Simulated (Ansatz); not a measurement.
Crystal structures of potassium under r²SCAN

Computed with Ansatz 0.2.0, DFT, r2SCAN, plane waves (500 eV) with PAW, scalar-relativistic. (PAW data from PBE, frozen cores regenerated.)

Each structure is relaxed within its own symmetry, so a high-lying one may be dynamically unstable.

| structure | ΔE (meV/atom) | V (Å³/atom) | cell | magnetic state |
| --- | --- | --- | --- | --- |
| bcc | 0 | 76.13 | a = 5.340 Å | spin not included |
| dhcp | 0 | 76.51 | a = 4.765 Å, c = 15.563 Å (c/a = 3.266) | spin not included |
| hcp | 1 | 76.52 | a = 4.765 Å, c = 7.782 Å (c/a = 1.633) | spin not included |
| fcc | 2 | 76.57 | a = 6.741 Å | spin not included |
| omega (AlB2-type) | 9 | 76.84 | a = 7.651 Å, c = 4.547 Å (c/a = 0.594) | spin not included |
| A15 | 9 | 76.79 | a = 8.501 Å | spin not included |
| simple cubic | 109 | 79.43 | a = 4.299 Å | spin not included |
| diamond | 343 | 114.69 | a = 9.717 Å | spin not included |

ΔE counts from bcc.

Differences under about 8 meV lie within the error of the k-point mesh.
